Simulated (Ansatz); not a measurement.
System: BeH, net charge 0, doublet state. 
Structure (B3LYP-D3(BJ)/def2-TZVP (Ansatz, a first-principles code) minimum search):
SMILES: [BeH]
```xyz
2

Be     0.0000     0.0000    -0.2695
H      0.0000     0.0000     1.0779
```
Charge 0, spin multiplicity 2.

Quantity: vertical ionisation energy (to the singlet state of charge +1; each state is the SCF solution reached for its spin), in eV. Cores are frozen in the correlated levels unless marked. UHF or UKS for open shells. No spin-orbit coupling. Non-relativistic. CBS(X,Y): correlation extrapolated as X^-3; Hartree-Fock from the larger set.

| level | program | vertical ionisation energy (eV) |
|---|---|---|
| SVWN5/def2-TZVPD | Ansatz | 8.31 |
| PBE/def2-TZVPD | Ansatz | 8.42 |

### Question
Predict the CCSD(T)/CBS(def2-TZVPPD,def2-QZVPPD) result (Ansatz).

### Answer
8.30 eV
